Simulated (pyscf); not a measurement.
PySCF, gas phase, ωB97X-D3(BJ)/def2-SVP geometries. Correlated levels are frozen-core, on RHF or UHF. ΔMP2 is the change of the MP2 total energy from the triple- to the quadruple-zeta basis.

### Question
Estimate by transition-state theory (the high-pressure limit) the rate constant of HP=PH + water (H₂O) → HO–PH–PH₂ (singlet surface; H–O broken, O–P, H–P formed) at 298 K, with CCSD(T)/def2-TZVPP + ΔMP2(QZVPP) energies (ideal gas, 1 atm, RRHO with modes under 100 cm⁻¹ raised to 100, one conformer, R ln 2 for rigid chiral ones; no tunnelling).

### Answer
The electronic barrier is 24.9 kcal/mol and the thermal terms add +8.5, so ΔG‡ = 33.4 kcal/mol. With k_BT/h = 6.21e+12 s⁻¹ and RT = 0.592 kcal/mol, and a volume of 4.06e-20 cm³ per molecule at 1 atm, k = 8.3e-32 cm³ molecule⁻¹ s⁻¹. The product is born with the 43 kcal/mol of the reverse barrier and needs collisions to keep. Wigner's tunnelling factor for 1442i cm⁻¹ would be 3.02, likely too low at so high a frequency. A shift of 1 kcal/mol in the barrier changes k by a factor 5.4. This is the saddle that the search found; another between the same sides may lie lower. The CCSD(T) − MP2 part came from Ansatz, without density fitting, on the same reference.
